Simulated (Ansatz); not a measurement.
# Cl₂ (triplet): from Hartree-Fock to the top rungs, def2-QZVPP

An exercise on one series of results from a longer session: the logs are not shown, and one member is left open.

Method: def2-QZVPP, core rule «outside noble gas», up to 10 orbitals frozen; program: Ansatz 0.2.0, Gaussian basis.

The runs, in order: UHF; ROHF; CCSD(T) on UHF.

2 further runs of the same task are left out: 2 set aside as unsound or not needed.

### The system

The geometry is a PBE0/def2-TZVP stationary point (not a proven minimum) of the parent state, kept for this charge and spin.

2 atoms, charge 0, spin multiplicity 3.

Atoms are counted from 1 here; the program's logs count them from 0.

Bond lengths: Cl1–Cl2 1.982 Å.

Set-up of the first run:

in.yaml

```yaml
crystal:
  periodic: [false, false, false]
  atoms:
    - {symbol: Cl, position_ang: [0.000000, 0.000000, 0.000000]}
    - {symbol: Cl, position_ang: [0.000000, 0.000000, 1.982400]}
basis:
  gaussian: {orbitals: "def2-QZVPP.json"}
magnetization: {spin_polarized: true, initial_magnetization: 2}
hamiltonian: {xc: hf}
output: {orbitals: {seedname: orbitals}}
```

Launch:

```sh
$ ansatz run in.yaml --threads 1 --pin off --events-out ev --progress --plain --max-ram 2393MiB
```

Steps of the session up to this table: UHF; ROHF; CCSD(T) on UHF.

One of the session's tables, all rows but one given; the rest of the session is left out.

| method | from UCCSD(T) (meV) |
| --- | --- |
| ROHF | +13059.1 |
| UHF | ? |
| UMP2 | +1410.6 |
| UCCSD | +635.8 |
| UCCSD(T) | 0 |

Q: Estimate the row for UHF from the others.

As computed: from UCCSD(T) (meV): +12707.2. In the column «from UCCSD(T) (meV)» it lies between UMP2 (+1410.6) and ROHF (+13059.1).
